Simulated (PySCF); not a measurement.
**methanesulfonic acid: bond dissociation enthalpies at several levels**

Structure: `CS(=O)(=O)O` (CH4O3S). Atom numbers as in the mapped SMILES `[CH3:1][S:2](=[O:3])(=[O:4])[OH:5]`.

All levels share the PBE0-D3(BJ)/def2-SVP structures and the GFN2-xTB thermal terms; only the single-point energies (PySCF) change. Values are bond dissociation enthalpies (298 K, kJ/mol).

```
                  level  C1–S2  S2–O5  C1–H  O5–H
      PBE0-D3(BJ)/6-31G    182    100   455   526
  BLYP-D3(BJ)/def2-TZVP    281    332   421   455
PBE0-D3(BJ)/aug-cc-pVDZ    291    305   425   504
         OPBE/def2-TZVP    296    355   420   468
    PBE0-D3(BJ)/cc-pVDZ    296    319   425   499
    PBE0-D3(BJ)/pcseg-1    302    317   428   501
   PBE-D3(BJ)/def2-TZVP    307    364   420   463
PBE0-D3(BJ)/ma-def2-SVP    309    322   428   514
   PBE0-D3(BJ)/def2-SVP    310    337   428   508
        HSE06/def2-TZVP    314    359   420   492
     PBE0-D3(BJ)/6-31G*    317    339   430   494
 PBE0-D3(BJ)/def2-TZVPD    322    362   423   498
 M06/def2-TZVP (grid 3)    324    378   430   495
  PBE0-D3(BJ)/def2-TZVP    324    367   423   497
 ωB97X-D3(BJ)/def2-TZVP    338    373   436   512
          LDA/def2-TZVP    380    460   469   526
```

The widest spread is that of S2–O5: 360 kJ/mol, from 100 to 460.

Known limits: radicals beside a multiple bond are drawn in one resonance form, and their spin spreads.
